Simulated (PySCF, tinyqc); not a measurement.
Inside a calculation. Method: RHF in the sto-3g basis, for CH+, spin multiplicity 1. This run ends on a higher stationary point, not on the lowest solution. The lowest restricted solution is unstable here: a spin-polarised one lies 0.0085 hartree lower (PySCF). Computed by tinyqc, a small Python program that keeps every step (integrals from PySCF). Settings: charge = 1, multiplicity = 1, basis = sto-3g, energy threshold = 1e-08, iteration cap = 63, orthogonalisation = symmetric, start = Wolfsberg-Helmholz matrix, DIIS depth = 6, method = RHF. Command: `OMP_NUM_THREADS=1 python tinyqc.py 22917 22918 out.jsonl` (the two numbers bound the seeds that draw the settings). One thread of a shared host (Intel(R) Xeon(R) Processor @ 2.60GHz), about 0.05 s of CPU time with the checks. Later iterations appear only in the table of the cycle.

## One-electron integrals

Geometry (angstrom):
```
atom       x       y       z
C     0.0000  0.0000  0.0000
H     0.0000  0.0000  1.3860
```

Basis sto-3g: exponents (1/bohr^2) and contraction coefficients of normalised primitives:
```
element  l (shell)  exponent  coefficient
C            s (1)   71.6168       0.1543
C            s (1)   13.0451       0.5353
C            s (1)    3.5305       0.4446
C            s (2)    2.9412      -0.1000
C            s (2)    0.6835       0.3995
C            s (2)    0.2223       0.7001
C            p (3)    2.9412       0.1559
C            p (3)    0.6835       0.6077
C            p (3)    0.2223       0.3920
H            s (1)    3.4253       0.1543
H            s (1)    0.6239       0.5353
H            s (1)    0.1689       0.4446
```

Overlap, kinetic and nuclear-attraction integrals over the contracted functions; the nuclear repulsion is the sum of Za Zb / Rab.

nuclear repulsion = 2.290810 hartree

overlap S, lower triangle:
```
         1C 1s   1C 2s  1C 2px  1C 2py  1C 2pz   2H 1s
1C 1s   1.0000
1C 2s   0.2484  1.0000
1C 2px  0.0000  0.0000  1.0000
1C 2py  0.0000  0.0000  0.0000  1.0000
1C 2pz  0.0000  0.0000  0.0000  0.0000  1.0000
2H 1s   0.0316  0.3359  0.0000  0.0000  0.3556  1.0000
```

kinetic energy T (hartree), lower triangle:
```
          1C 1s   1C 2s  1C 2px  1C 2py  1C 2pz   2H 1s
1C 1s   15.8911
1C 2s   -0.0859  0.4722
1C 2px   0.0000  0.0000  1.4777
1C 2py   0.0000  0.0000  0.0000  1.4777
1C 2pz   0.0000  0.0000  0.0000  0.0000  1.4777
2H 1s   -0.0096  0.0345  0.0000  0.0000  0.1165  0.7600
```

nuclear attraction V (hartree), lower triangle:
```
           1C 1s    1C 2s   1C 2px   1C 2py   1C 2pz    2H 1s
1C 1s   -34.0345
1C 2s    -4.2871  -5.5690
1C 2px    0.0000   0.0000  -5.5020
1C 2py    0.0000   0.0000   0.0000  -5.5020
1C 2pz   -0.0105  -0.1174   0.0000   0.0000  -5.5774
2H 1s    -0.5525  -1.4737   0.0000   0.0000  -1.4385  -3.5024
```

core Hamiltonian H = T + V (hartree), lower triangle:
```
           1C 1s    1C 2s   1C 2px   1C 2py   1C 2pz    2H 1s
1C 1s   -18.1434
1C 2s    -4.3729  -5.0967
1C 2px    0.0000   0.0000  -4.0242
1C 2py    0.0000   0.0000   0.0000  -4.0242
1C 2pz   -0.0105  -0.1174   0.0000   0.0000  -4.0996
2H 1s    -0.5621  -1.4392   0.0000   0.0000  -1.3220  -2.7424
```

## Two-electron integrals

Functions are numbered as in S; the eight-fold symmetry (ij|kl) = (ji|kl) = (kl|ij) leaves the list below.

Two-electron integrals (ij|kl) in chemists' order, unique and non-zero (hartree):
```
(11|11) 3.5419   (21|11) 0.5769   (21|21) 0.1119   (22|11) 0.8547
(22|21) 0.2053   (22|22) 0.6247   (31|31) 0.0203   (32|31) 0.0309
(32|32) 0.1380   (33|11) 0.8524   (33|21) 0.2053   (33|22) 0.6246
(33|33) 0.6728   (41|41) 0.0203   (42|41) 0.0309   (42|42) 0.1380
(43|43) 0.0363   (44|11) 0.8524   (44|21) 0.2053   (44|22) 0.6246
(44|33) 0.6003   (44|44) 0.6728   (51|51) 0.0203   (52|51) 0.0309
(52|52) 0.1380   (53|53) 0.0363   (54|54) 0.0363   (55|11) 0.8524
(55|21) 0.2053   (55|22) 0.6246   (55|33) 0.6003   (55|44) 0.6003
(55|55) 0.6728   (61|11) 0.0735   (61|21) 0.0142   (61|22) 0.0260
(61|33) 0.0259   (61|44) 0.0259   (61|51) 0.0008   (61|52) 0.0016
(61|55) 0.0262   (61|61) 0.0018   (62|11) 0.2050   (62|21) 0.0500
(62|22) 0.1714   (62|33) 0.1671   (62|44) 0.1671   (62|51) 0.0047
(62|52) 0.0348   (62|55) 0.1799   (62|61) 0.0066   (62|62) 0.0661
(63|31) 0.0047   (63|32) 0.0259   (63|53) 0.0065   (63|63) 0.0074
(64|41) 0.0047   (64|42) 0.0259   (64|54) 0.0065   (64|64) 0.0074
(65|11) 0.1869   (65|21) 0.0462   (65|22) 0.1677   (65|33) 0.1595
(65|44) 0.1595   (65|51) 0.0084   (65|52) 0.0568   (65|55) 0.1839
(65|61) 0.0063   (65|62) 0.0766   (65|65) 0.0945   (66|11) 0.3791
(66|21) 0.0940   (66|22) 0.3682   (66|33) 0.3500   (66|44) 0.3500
(66|51) 0.0099   (66|52) 0.1015   (66|55) 0.4041   (66|61) 0.0125
(66|62) 0.1903   (66|65) 0.2422   (66|66) 0.7746
```

## Orthogonalisation

S = U s U^T; symmetric (Loewdin) form X = U s^(-1/2) U^T, so that X^T S X = 1.

eigenvalues of S: 0.4882  0.8198  1.0000  1.0000  1.1586  1.5333

X, lower triangle:
```
          1C 1s    1C 2s  1C 2px  1C 2py   1C 2pz   2H 1s
1C 1s    1.0251
1C 2s   -0.1358   1.0788
1C 2px   0.0000   0.0000  1.0000
1C 2py   0.0000   0.0000  0.0000  1.0000
1C 2pz  -0.0067   0.0562  0.0000  0.0000   1.0579
2H 1s    0.0205  -0.2041  0.0000  0.0000  -0.2111  1.1104
```

## Starting guess

The start is the generalised Wolfsberg-Helmholz matrix (K = 1.75) built on H; D = 2 C_occ C_occ^T.

D at the start, lower triangle:
```
          1C 1s   1C 2s  1C 2px  1C 2py  1C 2pz   2H 1s
1C 1s    2.0063
1C 2s   -0.0784  0.5353
1C 2px   0.0000  0.0000  0.0442
1C 2py   0.0000  0.0000  0.2941  1.9558
1C 2pz  -0.1757  0.5868  0.0000  0.0000  0.6472
2H 1s   -0.1452  0.3908  0.0000  0.0000  0.4323  0.2892
```

## Iteration 1: building the Fock matrix

J_ij = sum D_kl (ij|kl), K_ij = sum D_kl (ik|jl); F = H + J - 0.5 K; E = tr D H + tr D J / 2 - 0.25 tr D K + E_nn.

Coulomb J (hartree), lower triangle:
```
          1C 1s   1C 2s  1C 2px  1C 2py  1C 2pz   2H 1s
1C 1s   10.1401
1C 2s    1.8955  4.0483
1C 2px   0.0000  0.0000  3.9669
1C 2py   0.0000  0.0000  0.0213  4.1055
1C 2pz   0.0426  0.2564  0.0000  0.0000  4.0574
2H 1s    0.2434  1.1561  0.0000  0.0000  1.1690  2.5987
```

exchange K (hartree), lower triangle:
```
          1C 1s   1C 2s  1C 2px  1C 2py  1C 2pz   2H 1s
1C 1s    7.1204
1C 2s    1.2758  1.0607
1C 2px   0.0000  0.0000  0.2606
1C 2py   0.0000  0.0000  0.1872  1.4774
1C 2pz  -0.0065  0.6022  0.0000  0.0000  0.8461
2H 1s    0.1636  0.6005  0.0000  0.0000  0.6375  0.7801
```

Fock matrix F (hartree), lower triangle:
```
           1C 1s    1C 2s   1C 2px   1C 2py   1C 2pz    2H 1s
1C 1s   -11.5636
1C 2s    -3.1153  -1.5788
1C 2px    0.0000   0.0000  -0.1877
1C 2py    0.0000   0.0000  -0.0723  -0.6574
1C 2pz    0.0354  -0.1621   0.0000   0.0000  -0.4653
2H 1s    -0.4005  -0.5834   0.0000   0.0000  -0.4718  -0.5337
```

total energy of this density = -36.947675 hartree

## Iteration 1: diagonalisation and new density

Diagonalise F' = X^T F X, C = X C', fill 3 alpha and 3 beta electrons from the bottom; D = 2 C_occ C_occ^T. Each column has its largest component positive (the first on a tie).

F' = X^T F X (hartree), lower triangle:
```
          1        2        3        4        5        6
1  -11.3283
2   -1.6007  -0.9365
3    0.0000   0.0000  -0.1877
4    0.0000   0.0000  -0.0723  -0.6574
5    0.0351  -0.0663   0.0000   0.0000  -0.3441
6   -0.0121  -0.3200   0.0000   0.0000  -0.3534  -0.2704
```

orbital energies (hartree): MO1 -11.5696, MO2 -0.9615, MO3 -0.6683, MO4 -0.4459, MO5 -0.1768, MO6 0.0979

coefficients C:
```
            MO1      MO2     MO3      MO4      MO5      MO6
1C 1s    0.9936  -0.2070  0.0000  -0.1791   0.0000   0.0879
1C 2s    0.0253   0.7202  0.0000   0.6988   0.0000  -0.4685
1C 2px   0.0000   0.0000  0.1487   0.0000   0.9889   0.0000
1C 2py   0.0000   0.0000  0.9889   0.0000  -0.1487   0.0000
1C 2pz  -0.0015   0.3453  0.0000  -0.6507   0.0000  -0.7901
2H 1s   -0.0039   0.3640  0.0000  -0.3418   0.0000   1.0345
```

D after iteration 1, lower triangle:
```
          1C 1s   1C 2s  1C 2px  1C 2py  1C 2pz   2H 1s
1C 1s    2.0600
1C 2s   -0.2478  1.0386
1C 2px   0.0000  0.0000  0.0442
1C 2py   0.0000  0.0000  0.2941  1.9558
1C 2pz  -0.1460  0.4973  0.0000  0.0000  0.2385
2H 1s   -0.1584  0.5241  0.0000  0.0000  0.2514  0.2650
```

## Iteration 2: building the Fock matrix

As before.

Coulomb J (hartree), lower triangle:
```
          1C 1s   1C 2s  1C 2px  1C 2py  1C 2pz   2H 1s
1C 1s   10.1923
1C 2s    1.9019  4.0592
1C 2px   0.0000  0.0000  3.9898
1C 2py   0.0000  0.0000  0.0213  4.1284
1C 2pz   0.0363  0.2197  0.0000  0.0000  4.0439
2H 1s    0.2438  1.1421  0.0000  0.0000  1.1432  2.5339
```

exchange K (hartree), lower triangle:
```
          1C 1s   1C 2s  1C 2px  1C 2py  1C 2pz   2H 1s
1C 1s    7.1645
1C 2s    1.2397  1.2854
1C 2px   0.0000  0.0000  0.3101
1C 2py   0.0000  0.0000  0.1872  1.5269
1C 2pz  -0.0043  0.5227  0.0000  0.0000  0.5773
2H 1s    0.1583  0.6545  0.0000  0.0000  0.4862  0.7034
```

Fock matrix F (hartree), lower triangle:
```
           1C 1s    1C 2s   1C 2px   1C 2py   1C 2pz    2H 1s
1C 1s   -11.5333
1C 2s    -3.0909  -1.6802
1C 2px    0.0000   0.0000  -0.1895
1C 2py    0.0000   0.0000  -0.0723  -0.6593
1C 2pz    0.0280  -0.1590   0.0000   0.0000  -0.3444
2H 1s    -0.3974  -0.6244   0.0000   0.0000  -0.4219  -0.5602
```

total energy of this density = -37.115695 hartree

## Iteration 2: DIIS over 2 matrices

error matrix X^T (FDS - SDF) X:
```
         1        2       3       4        5        6
1   0.0000  -0.0172  0.0000  0.0000   0.0471   0.0193
2   0.0172   0.0000  0.0000  0.0000  -0.1690  -0.0708
3   0.0000   0.0000  0.0000  0.0000   0.0000   0.0000
4   0.0000   0.0000  0.0000  0.0000   0.0000   0.0000
5  -0.0471   0.1690  0.0000  0.0000   0.0000   0.0876
6  -0.0193   0.0708  0.0000  0.0000  -0.0876   0.0000
```

B (overlaps of the stored error matrices):
```
               1              2
1  4.0967457e-01  1.4331642e-01
2  1.4331642e-01  8.8299185e-02
```

Minimise |sum c_i e_i|^2 with sum c_i = 1: solve [B -1; -1 0][c; lambda] = [0; -1] with B_ij = tr e_i^T e_j, and take F = sum c_i F_i.

DIIS coefficients: -0.2603  1.2603

extrapolated F (hartree), lower triangle:
```
           1C 1s    1C 2s   1C 2px   1C 2py   1C 2pz    2H 1s
1C 1s   -11.5255
1C 2s    -3.0845  -1.7066
1C 2px    0.0000   0.0000  -0.1900
1C 2py    0.0000   0.0000  -0.0723  -0.6598
1C 2pz    0.0260  -0.1582   0.0000   0.0000  -0.3130
2H 1s    -0.3966  -0.6351   0.0000   0.0000  -0.4090  -0.5671
```

## Iteration 2: diagonalisation and new density

As before.

F' = X^T F X (hartree), lower triangle:
```
          1        2        3        4        5        6
1  -11.2987
2   -1.5563  -1.0723
3    0.0000   0.0000  -0.1900
4    0.0000   0.0000  -0.0723  -0.6598
5    0.0249  -0.0628   0.0000   0.0000  -0.2017
6   -0.0081  -0.3439   0.0000   0.0000  -0.3081  -0.3157
```

orbital energies (hartree): MO1 -11.5306, MO2 -1.0552, MO3 -0.6706, MO4 -0.3924, MO5 -0.1791, MO6 0.0898

coefficients C:
```
            MO1      MO2     MO3      MO4      MO5      MO6
1C 1s    0.9940  -0.2338  0.0000  -0.1474   0.0000   0.0728
1C 2s    0.0236   0.8284  0.0000   0.6147   0.0000  -0.4031
1C 2px   0.0000   0.0000  0.1487   0.0000   0.9889   0.0000
1C 2py   0.0000   0.0000  0.9889   0.0000  -0.1487   0.0000
1C 2pz  -0.0007   0.1991  0.0000  -0.5832   0.0000  -0.8872
2H 1s   -0.0037   0.3159  0.0000  -0.5471   0.0000   0.9594
```

D after iteration 2, lower triangle:
```
          1C 1s   1C 2s  1C 2px  1C 2py  1C 2pz   2H 1s
1C 1s    2.0855
1C 2s   -0.3405  1.3735
1C 2px   0.0000  0.0000  0.0442
1C 2py   0.0000  0.0000  0.2941  1.9558
1C 2pz  -0.0946  0.3298  0.0000  0.0000  0.0793
2H 1s   -0.1551  0.5232  0.0000  0.0000  0.1258  0.1996
```

## Iteration 3: building the Fock matrix

As before.

Coulomb J (hartree), lower triangle:
```
          1C 1s   1C 2s  1C 2px  1C 2py  1C 2pz   2H 1s
1C 1s   10.2546
1C 2s    1.9142  4.0863
1C 2px   0.0000  0.0000  4.0239
1C 2py   0.0000  0.0000  0.0213  4.1626
1C 2pz   0.0253  0.1557  0.0000  0.0000  4.0568
2H 1s    0.2448  1.1238  0.0000  0.0000  1.1084  2.4403
```

exchange K (hartree), lower triangle:
```
          1C 1s   1C 2s  1C 2px  1C 2py  1C 2pz   2H 1s
1C 1s    7.1823
1C 2s    1.2281  1.4243
1C 2px   0.0000  0.0000  0.3432
1C 2py   0.0000  0.0000  0.1872  1.5600
1C 2pz  -0.0032  0.3723  0.0000  0.0000  0.4587
2H 1s    0.1547  0.6298  0.0000  0.0000  0.3515  0.5725
```

Fock matrix F (hartree), lower triangle:
```
           1C 1s    1C 2s   1C 2px   1C 2py   1C 2pz    2H 1s
1C 1s   -11.4800
1C 2s    -3.0728  -1.7226
1C 2px    0.0000   0.0000  -0.1719
1C 2py    0.0000   0.0000  -0.0723  -0.6417
1C 2pz    0.0164  -0.1478   0.0000   0.0000  -0.2722
2H 1s    -0.3947  -0.6303   0.0000   0.0000  -0.3894  -0.5883
```

total energy of this density = -37.167010 hartree

## Iteration 3: DIIS over 3 matrices

error matrix X^T (FDS - SDF) X:
```
         1        2       3       4        5        6
1   0.0000  -0.0008  0.0000  0.0000   0.0260  -0.0067
2   0.0008   0.0000  0.0000  0.0000  -0.0455  -0.0088
3   0.0000   0.0000  0.0000  0.0000   0.0000   0.0000
4   0.0000   0.0000  0.0000  0.0000   0.0000   0.0000
5  -0.0260   0.0455  0.0000  0.0000   0.0000   0.0259
6   0.0067   0.0088  0.0000  0.0000  -0.0259   0.0000
```

B (overlaps of the stored error matrices), lower triangle:
```
               1              2              3
1  4.0967457e-01
2  1.4331642e-01  8.8299185e-02
3  3.3801374e-02  2.3369191e-02  7.0650509e-03
```

As before.

DIIS coefficients: 0.0265  -0.3861  1.3596

extrapolated F (hartree), lower triangle:
```
           1C 1s    1C 2s   1C 2px   1C 2py   1C 2pz    2H 1s
1C 1s   -11.4616
1C 2s    -3.0669  -1.7351
1C 2px    0.0000   0.0000  -0.1655
1C 2py    0.0000   0.0000  -0.0723  -0.6353
1C 2pz    0.0124  -0.1439   0.0000   0.0000  -0.2495
2H 1s    -0.3938  -0.6313   0.0000   0.0000  -0.3790  -0.5977
```

## Iteration 3: diagonalisation and new density

As before.

F' = X^T F X (hartree), lower triangle:
```
          1        2        3        4        5        6
1  -11.2366
2   -1.5425  -1.1107
3    0.0000   0.0000  -0.1655
4    0.0000   0.0000  -0.0723  -0.6353
5    0.0088  -0.0516   0.0000   0.0000  -0.1437
6   -0.0062  -0.3273   0.0000   0.0000  -0.2815  -0.3661
```

orbital energies (hartree): MO1 -11.4667, MO2 -1.0695, MO3 -0.6461, MO4 -0.3923, MO5 -0.1546, MO6 0.0714

coefficients C:
```
            MO1      MO2     MO3      MO4      MO5      MO6
1C 1s    0.9940  -0.2396  0.0000   0.1430   0.0000  -0.0626
1C 2s    0.0238   0.8501  0.0000  -0.6169   0.0000   0.3511
1C 2px   0.0000   0.0000  0.1487   0.0000   0.9889   0.0000
1C 2py   0.0000   0.0000  0.9889   0.0000  -0.1487   0.0000
1C 2pz   0.0006   0.1523  0.0000   0.4861   0.0000   0.9526
2H 1s   -0.0044   0.3068  0.0000   0.6681   0.0000  -0.8826
```

D after iteration 3, lower triangle:
```
          1C 1s   1C 2s  1C 2px  1C 2py  1C 2pz   2H 1s
1C 1s    2.0908
1C 2s   -0.3600  1.4463
1C 2px   0.0000  0.0000  0.0442
1C 2py   0.0000  0.0000  0.2941  1.9558
1C 2pz  -0.0717  0.2590  0.0000  0.0000  0.0464
2H 1s   -0.1557  0.5214  0.0000  0.0000  0.0935  0.1883
```

## Iteration 8 (converged): orbitals

converged F (hartree), lower triangle:
```
           1C 1s    1C 2s   1C 2px   1C 2py   1C 2pz    2H 1s
1C 1s   -11.4714
1C 2s    -3.0697  -1.7316
1C 2px    0.0000   0.0000  -0.1694
1C 2py    0.0000   0.0000  -0.0723  -0.6391
1C 2pz    0.0115  -0.1421   0.0000   0.0000  -0.2580
2H 1s    -0.3942  -0.6308   0.0000   0.0000  -0.3821  -0.5981
```

As before.

F' = X^T F X (hartree), lower triangle:
```
          1        2        3        4        5        6
1  -11.2461
2   -1.5447  -1.1060
3    0.0000   0.0000  -0.1694
4    0.0000   0.0000  -0.0723  -0.6391
5    0.0075  -0.0491   0.0000   0.0000  -0.1516
6   -0.0060  -0.3280   0.0000   0.0000  -0.2836  -0.3655
```

orbital energies (hartree): MO1 -11.4765, MO2 -1.0660, MO3 -0.6500, MO4 -0.3967, MO5 -0.1585, MO6 0.0700

coefficients C:
```
            MO1      MO2     MO3      MO4      MO5      MO6
1C 1s    0.9940  -0.2389  0.0000   0.1432   0.0000  -0.0646
1C 2s    0.0238   0.8472  0.0000  -0.6162   0.0000   0.3593
1C 2px   0.0000   0.0000  0.1487   0.0000   0.9889   0.0000
1C 2py   0.0000   0.0000  0.9889   0.0000  -0.1487   0.0000
1C 2pz   0.0007   0.1535  0.0000   0.4969   0.0000   0.9468
2H 1s   -0.0044   0.3104  0.0000   0.6562   0.0000  -0.8903
```

D after iteration 8, lower triangle:
```
          1C 1s   1C 2s  1C 2px  1C 2py  1C 2pz   2H 1s
1C 1s    2.0902
1C 2s   -0.3575  1.4365
1C 2px   0.0000  0.0000  0.0442
1C 2py   0.0000  0.0000  0.2941  1.9558
1C 2pz  -0.0719  0.2601  0.0000  0.0000  0.0471
2H 1s   -0.1571  0.5257  0.0000  0.0000  0.0953  0.1927
```

## Convergence

Stop when the energy changes by less than 1e-08 hartree and every element of the error matrix X^T (F D S - S D F) X is below 3e-05.

Course of the cycle:
```
iteration  E (hartree)     change  largest element of the error matrix
1           -36.947675          -                             2.55e-01
2           -37.115695  -1.68e-01                             1.69e-01
3           -37.167010  -5.13e-02                             4.55e-02
4           -37.169801  -2.79e-03                             4.57e-03
5           -37.169821  -2.00e-05                             8.18e-04
6           -37.169821  -7.55e-07                             1.61e-04
7           -37.169821  -4.18e-08                             7.95e-06
8           -37.169821  -1.06e-10                             3.43e-09
```

PySCF RHF in the same basis = -37.436878 hartree

Converged in 8 iterations. But the solution lies 0.26706 hartree above the reference: it is another stationary point, not the lowest restricted one. Reruns (cap 100 unless said): DIIS 8: converged in 8 to a higher stationary point; damping 0.5: converged in 28 to a higher stationary point; level shift 0.5: converged in 20 to a higher stationary point; atomic densities as start, DIIS 8: converged in 6.

## Populations, bond orders and dipole

Mulliken: Z minus the diagonal of D S on the atom; Loewdin: the same with S^(1/2) D S^(1/2); Mayer order: 2 sum_s sum (D(s) S)_ij (D(s) S)_ji over the two atoms.

Charges (e):
```
atom  Mulliken  Loewdin
1C      0.3983   0.4509
2H      0.6017   0.5491
```

Mayer bond orders:
```
pair   order
2-1   0.6379
```

dipole moment about the origin, x y z (debye): 0.0000  0.0000  2.7501
